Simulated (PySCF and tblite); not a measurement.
Values are calculated unless marked as measured or tabulated.
System: acrylic acid, C₃H₄O₂, numbered as in [CH2:1]=[CH:2][C:3](=[O:4])[OH:5].

For the rotation about the C2–C3 bond (torsion C1–C2–C3–O4 from 0° to 180°, rising): electronic barrier 6.10 kcal/mol, zero-point change -0.30 kcal/mol, thermal and entropy terms at 250 K a further 0.29 kcal/mol (symmetry numbers apart). The minimum is Cs, the saddle C1. Geometries: GFN2-xTB; energies: PBE0/pcSseg-1 + D3(BJ), IEF-PCM acetone; zero-point and thermal terms from GFN2-xTB harmonic modes (soft modes blended into free rotors). Rates follow Eyring's equation with the number of equivalent paths and no tunnelling. (PySCF 2.14 with density fitting, tblite 0.8.)

Problem. How many equivalent paths lead out of the minimum?

Solution. 2: the symmetry number of the minimum is 1, that of the saddle displaced along its mode 1, and the displaced saddle is chiral while the minimum is not, which doubles the count.

Problem. Work out the rate at 250 K.

Solution. ΔG‡ = 6.09 kcal/mol; k_B T/h = 5.2×10¹² s⁻¹; exp(−ΔG‡/RT) = 4.7×10⁻⁶; times 2 gives k = 4.9×10⁷ s⁻¹. Wigner's tunnelling factor for the 105i cm⁻¹ mode would be 1.01.
